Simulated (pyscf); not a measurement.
A first-order saddle from PySCF, ωB97X-D3(BJ)/def2-SVP:

```
Ga
H 1 1.6565
H 2 1.1198 1 74.53
H 2 1.1210 3 149.05 1 0.00
Cl 1 2.1252 2 117.40 3 -89.98
Cl 1 2.1253 2 117.43 3 89.98
```
Charge 0, spin multiplicity 1.

Surface: singlet, charge 0. Lowest wavenumbers (cm⁻¹): 1706i, 125, 325, 415, 426.

Question: Which two sides does it connect, and which bonds change?

Answer: Cl–GaH–Cl + hydrogen (H₂) ⇌ Cl–GaH–Cl + hydrogen (H₂), a four-centre exchange read from left to right: Ga–H, H–H broken and Ga–H, H–H formed. At ωB97M-D3(BJ)/def2-TZVP it lies +42.1 kcal/mol from the left side and +42.1 kcal/mol from the right (each side as separated species at their lowest minima found). At the saddle there is also a short Ga–H contact that neither side keeps. The same reactants have a lower exit, to HCl + Cl–GaH₂ (barrier +31.8 kcal/mol at ωB97M-D3(BJ)/def2-TZVP, against +42.1 kcal/mol here). This is the saddle that the search found; another between the same sides may lie lower. Elements up to Kr have no core potential and no relativistic terms here.
